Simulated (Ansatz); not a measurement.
A made-up structure of CH$_{2}$AlS, doublet:

```
5
angstrom
Al 0.7615 -2.0726 1.4709
C 0.3188 -0.8684 0.6168
S -0.2260 0.6150 -0.4365
H 0.7260 1.1750 -1.2300
H -1.5247 0.9996 -0.3136
```

It is relaxed with PBE-D4/def2-SVP and then PBE0-D4/def2-TZVP (Ansatz 0.2.0). Atoms count as bonded within 1.22 times the sum of their covalent radii (H–H: 0.88 Å). The end point is not checked to be a true minimum.

(1) Does its bonding change? (Judge from chemistry; the calculation decides.)

## Answers

(1) Computed: No: no bond forms or breaks.

Where it ends: The first stage lowers the energy by 3.41 eV in 14 steps. It ends as CH₂AlS ([Al][C][SH2]):
Al1  (0.802, -2.120, 1.561)
C2  (0.189, -0.845, 0.301)
S3  (-0.068, 0.722, -0.027)
H4  (0.472, 1.117, -1.233)
H5  (-1.340, 0.975, -0.495)
(Å)

Labels in which every atom is bracketed show which atoms are joined, not bond orders.

For scale, one of the runs: PBE0-D4/def2-TZVP relaxation, 117 basis functions, launched by `ansatz run in.yaml --threads 2 --pin off --events-out ev --progress --plain --max-ram 4352MiB`. Hardware: 2 CPU threads of an Intel Xeon Platinum 8259CL, shared host. Wall time about 79 s.
